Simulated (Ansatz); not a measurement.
Li₂F. The state is a doublet with charge 0. Geometry PBE0-D4/def2-TZVP, that of the charge +1 singlet; atoms count from 1.

```csv
atom,x (Å),y (Å),z (Å)
Li1,1.085,-0.415,-1.184
Li2,-1.085,0.415,1.184
F3,0.000,0.000,0.000
```

The structure comes from a short search, and lower isomers may exist.

Estimate the Mulliken populations from the PBE0/def2-TZVP orbitals of Ansatz.


```csv
atom,charge (e),spin (α − β)
Li1,0.39,0.51
Li2,0.39,0.51
F3,-0.77,-0.01
```
Mulliken values and Mayer orders depend strongly on the basis.

Where does the spin sit?

Summed by element: Li 1.01, F -0.01, of 1 unpaired in all. Largest on single atoms: Li2 0.51, Li1 0.51, F3 -0.01.
